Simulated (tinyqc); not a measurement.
Inside a calculation. Method: ROHF in the sto-3g basis, for OH+, spin multiplicity 3. This run ends on a higher stationary point, not on the lowest solution. One step of it, computed by the program tinyqc.

Task: Iteration 3: Roothaan effective Fock matrix. With projectors Pc = D(beta) S, Po = (D(alpha) - D(beta)) S, Pv = 1 - D(alpha) S, the block xy is Px^T F Py; with Fc = (F(alpha) + F(beta))/2, the blocks are Fc for cc, oo, vv and cv, F(beta) for co and F(alpha) for ov.

F(alpha) (hartree), order 1O 1s, 1O 2s, 1O 2px, 1O 2py, 1O 2pz, 2H 1s:
$$\begin{pmatrix}
-20.727570 & -5.303320 & 0.000000 & 0.000000 & -0.009229 & -0.654590 \\
-5.303320 & -2.983964 & 0.000000 & 0.000000 & -0.118474 & -0.792722 \\
0.000000 & 0.000000 & -0.877543 & 0.036153 & 0.000000 & 0.000000 \\
0.000000 & 0.000000 & 0.036153 & -0.938990 & 0.000000 & 0.000000 \\
-0.009229 & -0.118474 & 0.000000 & 0.000000 & -1.020269 & -0.524169 \\
-0.654590 & -0.792722 & 0.000000 & 0.000000 & -0.524169 & -0.709483
\end{pmatrix}$$

F(beta) (hartree), order 1O 1s, 1O 2s, 1O 2px, 1O 2py, 1O 2pz, 2H 1s:
$$\begin{pmatrix}
-20.678930 & -5.228109 & 0.000000 & 0.000000 & -0.009041 & -0.640187 \\
-5.228109 & -2.623858 & 0.000000 & 0.000000 & -0.115890 & -0.694508 \\
0.000000 & 0.000000 & -0.636267 & -0.281112 & 0.000000 & 0.000000 \\
0.000000 & 0.000000 & -0.281112 & -0.158470 & 0.000000 & 0.000000 \\
-0.009041 & -0.115890 & 0.000000 & 0.000000 & -0.096403 & -0.320991 \\
-0.640187 & -0.694508 & 0.000000 & 0.000000 & -0.320991 & -0.612987
\end{pmatrix}$$

D(alpha) after iteration 2, order 1O 1s, 1O 2s, 1O 2px, 1O 2py, 1O 2pz, 2H 1s:
$$\begin{pmatrix}
1.060141 & -0.255201 & 0.000000 & 0.000000 & -0.001507 & 0.008608 \\
-0.255201 & 1.083407 & 0.000000 & 0.000000 & 0.004180 & -0.038608 \\
0.000000 & 0.000000 & 1.000000 & 0.000000 & 0.000000 & 0.000000 \\
0.000000 & 0.000000 & 0.000000 & 1.000000 & 0.000000 & 0.000000 \\
-0.001507 & 0.004180 & 0.000000 & 0.000000 & 0.985726 & 0.023301 \\
0.008608 & -0.038608 & 0.000000 & 0.000000 & 0.023301 & 0.001934
\end{pmatrix}$$

D(beta) after iteration 2, order 1O 1s, 1O 2s, 1O 2px, 1O 2py, 1O 2pz, 2H 1s:
$$\begin{pmatrix}
1.060140 & -0.255199 & 0.000000 & 0.000000 & -0.001904 & 0.008599 \\
-0.255199 & 1.083390 & 0.000000 & 0.000000 & 0.008259 & -0.038510 \\
0.000000 & 0.000000 & 0.823787 & 0.381001 & 0.000000 & 0.000000 \\
0.000000 & 0.000000 & 0.381001 & 0.176213 & 0.000000 & 0.000000 \\
-0.001904 & 0.008259 & 0.000000 & 0.000000 & 0.000063 & -0.000294 \\
0.008599 & -0.038510 & 0.000000 & 0.000000 & -0.000294 & 0.001369
\end{pmatrix}$$

overlap S, order 1O 1s, 1O 2s, 1O 2px, 1O 2py, 1O 2pz, 2H 1s:
$$\begin{pmatrix}
1.000000 & 0.236704 & 0.000000 & 0.000000 & 0.000000 & 0.028600 \\
0.236704 & 1.000000 & 0.000000 & 0.000000 & 0.000000 & 0.317702 \\
0.000000 & 0.000000 & 1.000000 & 0.000000 & 0.000000 & 0.000000 \\
0.000000 & 0.000000 & 0.000000 & 1.000000 & 0.000000 & 0.000000 \\
0.000000 & 0.000000 & 0.000000 & 0.000000 & 1.000000 & 0.292820 \\
0.028600 & 0.317702 & 0.000000 & 0.000000 & 0.292820 & 1.000000
\end{pmatrix}$$

Give: effective F.

Result:

effective F (hartree), order 1O 1s, 1O 2s, 1O 2px, 1O 2py, 1O 2pz, 2H 1s:
$$\begin{pmatrix}
-20.7033 & -5.2657 & 0.0000 & 0.0000 & -0.0090 & -0.6473 \\
-5.2657 & -2.8039 & 0.0000 & 0.0000 & -0.1140 & -0.7425 \\
0.0000 & 0.0000 & -0.7569 & -0.1225 & 0.0000 & 0.0000 \\
0.0000 & 0.0000 & -0.1225 & -0.5487 & 0.0000 & 0.0000 \\
-0.0090 & -0.1140 & 0.0000 & 0.0000 & -0.5604 & -0.3797 \\
-0.6473 & -0.7425 & 0.0000 & 0.0000 & -0.3797 & -0.6341
\end{pmatrix}$$
